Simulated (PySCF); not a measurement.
H2Si (cation, charge +1), SMILES [SiH2], doublet, CAM-B3LYP/def2-SVP optimised geometry.

```
3

Si    -0.37    -0.65     0.00
H     -1.12     0.65     0.00
H      1.12    -0.65     0.00
```

Density from unrestricted CAM-B3LYP/def2-TZVP (PySCF) at that geometry.

Minimum of the electron density along straight lines between bonded atoms, close to the bond critical point (lines longer than 1.1 times the sum of covalent radii, or with two minima, are not listed):

| bond | length / Å | ρ at the minimum / e bohr⁻³ | ∇²ρ there / e bohr⁻⁵ | position (fraction from the first atom) |
|---|---|---|---|---|
| Si1–H2 | 1.494 | 0.130 | 0.04 | 0.49 |
| Si1–H3 | 1.494 | 0.130 | 0.04 | 0.49 |
